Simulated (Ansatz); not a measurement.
The input, for Ansatz 0.2.0:

```yaml
crystal:
  periodic: [false, false, false]
  atoms:
    - {symbol: N, position_ang: [0.000000, -0.431982, 1.498918]}
    - {symbol: Si, position_ang: [0.000000, 0.364687, 0.000000]}
    - {symbol: N, position_ang: [0.000000, -0.431982, -1.498918]}
    - {symbol: H, position_ang: [0.000000, 1.844223, 0.000000]}
basis:
  gaussian: {orbitals: 6-31G}
magnetization: {spin_polarized: false, initial_magnetization: 3}
correlation: {method: ccsd_t, electrons: outside_noble_gas}
scf: {lower_state_search: full}
output: {forces: true}
```

```sh
$ ansatz run in.yaml --threads 1 --pin off --events-out ev --progress --plain --max-ram 2393MiB
```

The program prints:

```
436 factors; integrals over basis functions are off by at most 2.0e-4 eV
mean field evaluation 1: about -10829.4910 eV, gradient 2.1e1 eV
mean field evaluation 2: about -10829.5610 eV, gradient 2.1e1 eV
mean field evaluation 4: about -10832.8529 eV, gradient 3.0e0 eV
mean field evaluation 8: about -10832.9484 eV, gradient 4.5e-1 eV
mean field evaluation 16: about -10832.9511 eV, gradient 7.0e-3 eV
mean field evaluation 32: about -10833.4437 eV, gradient 5.4e-4 eV
mean field evaluation 64: about -10833.4437 eV, gradient 4.1e-2 eV
mean field evaluation 96: about -10831.9932 eV, gradient 2.3e-2 eV
mean field evaluation 128: about -10831.0043 eV, gradient 1.6e0 eV
mean field evaluation 160: about -10763.3037 eV, gradient 1.2e2 eV
...
mean field -10833.44375064 eV, -398.1217146639 hartree, gradient 1.4e-6 eV, S^2 3.750000; 22 other end points of the search recorded, 0 dependent functions left out
...
determinant -10833.44375064 eV, -398.1217146639 hartree, with singles and doubles -10840.37899499 eV, -398.3765801931 hartree
determinant -10832.95111451 eV, -398.1036106201 hartree, with singles and doubles -10840.40826631 eV, -398.3776558944 hartree
determinant -10831.99327034 eV, -398.0684104964 hartree, with singles and doubles -10838.04538743 eV, -398.2908216972 hartree
determinant -10831.69700287 eV, -398.0575228677 hartree, with singles and doubles -10838.25571644 eV, -398.2985511455 hartree
determinant -10831.53263086 eV, -398.0514823076 hartree, with singles and doubles -10838.44858080 eV, -398.3056387799 hartree
determinant -10831.24983544 eV, -398.0410897676 hartree, with singles and doubles -10838.42835419 eV, -398.3048954659 hartree
determinant -10831.18608966 eV, -398.0387471533 hartree, with singles and doubles -10838.13748395 eV, -398.2942061819 hartree
determinant -10831.03805090 eV, -398.0333068294 hartree, with singles and doubles -10838.37025662 eV, -398.3027604196 hartree
determinant -10830.22930369 eV, -398.0035859177 hartree, with singles and doubles -10836.59183823 eV, -398.2374047493 hartree
determinant -10830.15229158 eV, -398.0007557746 hartree, with singles and doubles -10837.40917047 eV, -398.2674411549 hartree
determinant -10833.44375064 eV, -398.1217146639 hartree, with singles and doubles -10840.42624228 eV, -398.3783164991 hartree
determinant -10832.95111451 eV, -398.1036106201 hartree, with singles and doubles -10840.41366886 eV, -398.3778544341 hartree
unrestricted determinant -10834.88138310 eV, -398.1745466824 hartree, S^2 4.2901
7 core orbitals not correlated: weight in the atoms' cores, before any rotation towards them, 1.000 or more for the frozen orbitals, at most 0.000 for the correlated occupied ones
reference -10832.95111451 eV, -398.1036106201 hartree; 9, 6 occupied and 17, 20 virtual orbitals, 436 factors
second order -6.36708025 eV of doubles, -0.56775629 eV of singles
...
cycle  11  -7.46250993 eV  change    6.7e-5 eV  update   1.8e-4
cycle  12  -7.46261444 eV  change   -1.0e-4 eV  update   1.1e-4
cycle  13  -7.46256818 eV  change    4.6e-5 eV  update   7.1e-5
cycle  14  -7.46256398 eV  change    4.2e-6 eV  update   4.3e-5
cycle  15  -7.46257005 eV  change   -6.1e-6 eV  update   2.6e-5
cycle  16  -7.46255668 eV  change    1.3e-5 eV  update   1.1e-5
cycle  17  -7.46255422 eV  change    2.5e-6 eV  update   5.4e-6
cycle  18  -7.46254991 eV  change    4.3e-6 eV  update   2.4e-6
cycle  19  -7.46255108 eV  change   -1.2e-6 eV  update   1.3e-6
cycle  20  -7.46255067 eV  change    4.1e-7 eV  update   6.1e-7
perturbative correction -0.26492753 eV, -0.0097359073 hartree
WARN: these amplitudes may be one of several solutions (largest doubles amplitude 0.16, level shift 3.06 eV)
the calculation of the forces begins
Total energy: -10840.67859271 eV, -398.3875902062 hartree
Atom 0 at     0.000000    -0.431982     1.498918 Å, force     0.000000    -1.453685     2.871095 eV/Å
Atom 1 at     0.000000     0.364687     0.000000 Å, force     0.000000     2.367525    -0.000003 eV/Å
Atom 2 at     0.000000    -0.431982    -1.498918 Å, force    -0.000000    -1.453684    -2.871093 eV/Å
Atom 3 at     0.000000     1.844223     0.000000 Å, force     0.000000     0.539843     0.000000 eV/Å
Dipole moment:    -0.000000     0.464453     0.000000 e Å
```

Forces (eV/Å):
```
N    0.000 -1.454  2.871
Si   0.000  2.368  0.000
N    0.000 -1.454 -2.871
H    0.000  0.540  0.000
```

The T1 diagnostic is 0.052.

Ran on 1 thread of AMD EPYC 7B13, shared host: 8 s wall, 0.17 GiB peak host memory.
